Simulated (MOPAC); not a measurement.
MOPAC input (PM7):

```
PM7 PRECISE GNORM=0.05 LET XYZ UHF MS=0.5 GEO-OK AUX(PRECISION=9) THREADS=1
C2H2N

C    -0.00903452 1   -0.16590223 1   -1.17724503 1
C     0.00142313 1    0.02613312 1    0.18544107 1
N     0.01028281 1    0.18882474 1    1.33990349 1
H     0.92041918 1   -0.21588433 1   -1.72503587 1
H    -0.94673049 1   -0.26727414 1   -1.70346476 1
```

Output:

```
 *******************************************************************************
 **                                                                           **
 **                              MOPAC v23.2.5                                **
 **                                                                           **
 *******************************************************************************
 ** MOPAC's Digital Object Identifier: https://doi.org/10.5281/zenodo.6511958 **
 **                                                                           **
 ** Please cite the open-source release paper for use of this MOPAC version:  **
 ** J. E. Moussa and J. J. P. Stewart (2026)                                  **
 ** MOPAC: An open-source semiempirical molecular orbital program             **
 ** J. Open Source Softw., 11(119), 8025, https://doi.org/10.21105/joss.08025 **
 *******************************************************************************

                              PM7 CALCULATION RESULTS

 *******************************************************************************
 *  PM7        - The PM7 Hamiltonian to be used
 *  GEO-OK     - OVERRIDE INTERATOMIC DISTANCE AND OTHER SAFETY CHECKS
 *  UHF        - UNRESTRICTED HARTREE-FOCK CALCULATION
 *  MS=        - IN MECI, MAGNETIC COMPONENT OF SPIN =  0.5
 *  LET        - OVERRIDE SOME SAFETY CHECKS
 *  PRECISE    - TIGHTER CRITERIA TO BE USED
 *  XYZ        - CARTESIAN COORDINATE SYSTEM TO BE USED
 *  GNORM      - EXIT WHEN GRADIENT NORM DROPS BELOW 0.050
 *  AUX        - OUTPUT AUXILIARY INFORMATION
 *******************************************************************************
PM7 PRECISE GNORM=0.05 LET XYZ UHF MS=0.5 GEO-OK AUX(PRECISION=9) THREADS=1
 C2H2N

   ATOM   CHEMICAL          X               Y               Z
  NUMBER   SYMBOL      (ANGSTROMS)     (ANGSTROMS)     (ANGSTROMS)

     1       C         -0.00903452  *  -0.16590223  *  -1.17724503  *
     2       C          0.00142313  *   0.02613312  *   0.18544107  *
     3       N          0.01028281  *   0.18882474  *   1.33990349  *
     4       H          0.92041918  *  -0.21588433  *  -1.72503587  *
     5       H         -0.94673049  *  -0.26727414  *  -1.70346476  *

          CARTESIAN COORDINATES

    NO.       ATOM           X           Y           Z

     1         C         -0.0090     -0.1659     -1.1772
     2         C          0.0014      0.0261      0.1854
     3         N          0.0103      0.1888      1.3399
     4         H          0.9204     -0.2159     -1.7250
     5         H         -0.9467     -0.2673     -1.7035

 General Reference for PM7:
 "Optimization of Parameters for Semiempirical Methods VI: More Modifications to the
 NDDO Approximations and Re-optimization of Parameters", J. J. P. Stewart, J. Mol. Mod., 1:32, 19 (2013)
 https://link.springer.com/article/10.1007/s00894-012-1667-x

           Empirical Formula: C2 H2 N  =     5 atoms

      MOLECULAR POINT GROUP   :   C2v

          UHF CALCULATION, NO. OF ALPHA ELECTRONS =    8
                           NO. OF BETA  ELECTRONS =    7

          Geometry optimization using EF

          DIAGONAL MATRIX USED AS START HESSIAN

 CYCLE:     1  GRAD.:    19.588 HEAT:  53.98881
 CYCLE:     2  GRAD.:   349.840 HEAT:  65.47552
 CYCLE:     3  GRAD.:   194.959 HEAT:  62.90062
 CYCLE:     4  GRAD.:   488.554 HEAT:  77.55334
 CYCLE:     5  GRAD.:   122.681 HEAT:  57.36633
 CYCLE:     6  GRAD.:   121.930 HEAT:  59.70744
 CYCLE:     7  GRAD.:    33.038 HEAT:  54.12974
 CYCLE:     8  GRAD.:    18.519 HEAT:  53.83298
 CYCLE:     9  GRAD.:     1.771 HEAT:  53.79095
 CYCLE:    10  GRAD.:     0.133 HEAT:  53.79051
 CYCLE:    11  GRAD.:     0.056 HEAT:  53.79051
 CYCLE:    12  GRAD.:     0.157 HEAT:  53.79052
 CYCLE:    13  GRAD.:     0.007 HEAT:  53.79051

     GRADIENT =  0.00747 IS LESS THAN CUTOFF =  0.05000

 -------------------------------------------------------------------------------
 PM7 PRECISE GNORM=0.05 LET XYZ UHF MS=0.5 GEO-OK AUX(PRECISION=9) THREADS=1
 C2H2N

     GEOMETRY OPTIMISED USING EIGENVECTOR FOLLOWING (EF).
     SCF FIELD WAS ACHIEVED

                              PM7 CALCULATION
                                                       MOPAC v23.2.5 Linux

          FINAL HEAT OF FORMATION =         53.79051 KCAL/MOL =     225.05949 KJ/MOL

          COSMO AREA              =         79.51 SQUARE ANGSTROMS
          COSMO VOLUME            =         61.03 CUBIC ANGSTROMS

          GRADIENT NORM           =          0.00747          =       0.00334 PER ATOM
          IONIZATION POTENTIAL    =         10.715994 EV
          ALPHA SOMO LUMO (EV)    =        -10.716  0.848
          BETA  SOMO LUMO (EV)    =        -12.887 -1.492
          NO. OF ALPHA ELECTRONS  =          8
          NO. OF BETA  ELECTRONS  =          7
          MOLECULAR WEIGHT        =         40.0445         POINT GROUP:  C2v

          MOLECULAR DIMENSIONS (Angstroms)

            Atom       Atom       Distance
            H     4    N     3     3.24653
            H     5    N     3     1.76188
            N     3    C     2     0.00000

          SCF CALCULATIONS        =         14

   ATOM   CHEMICAL          X               Y               Z
  NUMBER   SYMBOL      (ANGSTROMS)     (ANGSTROMS)     (ANGSTROMS)

     1       C         -0.00906061  *  -0.16638368  *  -1.18066146  *
     2       C          0.00148378  *   0.02726539  *   0.19347584  *
     3       N          0.01034010  *   0.18986884  *   1.34731240  *
     4       H          0.90472847  *  -0.21938119  *  -1.74663849  *
     5       H         -0.93137262  *  -0.26991621  *  -1.72542436  *

                             CARTESIAN COORDINATES

   1    C       -0.009060614    -0.166383685    -1.180661463
   2    C        0.001483776     0.027265390     0.193475839
   3    N        0.010340100     0.189868842     1.347312400
   4    H        0.904728466    -0.219381193    -1.746638489
   5    H       -0.931372622    -0.269916207    -1.725424361

           Empirical Formula: C2 H2 N  =     5 atoms

      MOLECULAR POINT GROUP   :   C2v

          ALPHA EIGENVALUES
 -35.30653 -26.48299 -18.50726 -16.51523 -14.85923 -13.93922 -13.11515 -10.71599
   0.84838   0.99656   3.28720   4.86728   4.92426   5.46030

           BETA EIGENVALUES
 -34.73481 -26.12234 -18.25183 -16.32044 -13.96699 -13.53947 -12.88653  -1.49202
   0.95281   1.88325   3.50020   5.05577   5.08378   5.67138

              NET ATOMIC CHARGES AND DIPOLE CONTRIBUTIONS

  ATOM NO.   TYPE          CHARGE      No. of ELECS.   s-Pop       p-Pop
    1          C          -0.235271        4.2353     1.10852     3.12675
    2          C           0.101684        3.8983     1.09734     2.80097
    3          N          -0.216523        5.2165     1.83467     3.38185
    4          H           0.175055        0.8249     0.82494
    5          H           0.175055        0.8249     0.82495
 DIPOLE           X         Y         Z       TOTAL
 POINT-CHG.    -0.022    -0.408    -2.892     2.921
 HYBRID        -0.003    -0.057    -0.401     0.405
 SUM           -0.025    -0.464    -3.293     3.326

          ATOMIC ORBITAL ELECTRON POPULATIONS

     Atom    s        px        py        pz
    1  C   1.10852   1.15588   0.98914   0.98173
    2  C   1.09734   0.92263   0.95241   0.92594
    3  N   1.83467   1.10316   1.06107   1.21761
    4  H   0.82494
    5  H   0.82495

                    (SZ)    =    0.500000
                    (S**2)  =    0.780303

          ATOMIC ORBITAL SPIN POPULATIONS

    Atom   Total    s     px     py     pz
         Atomic
    1  C  0.9624  0.023  0.030  0.864  0.045
    2  C -0.2497 -0.018 -0.056 -0.152 -0.024
    3  N  0.3442  0.004  0.059  0.268  0.013
    4  H -0.0284 -0.028
    5  H -0.0284 -0.028

 **********************
 *                    *
 * JOB ENDED NORMALLY *
 *                    *
 **********************

 == MOPAC DONE ==
```
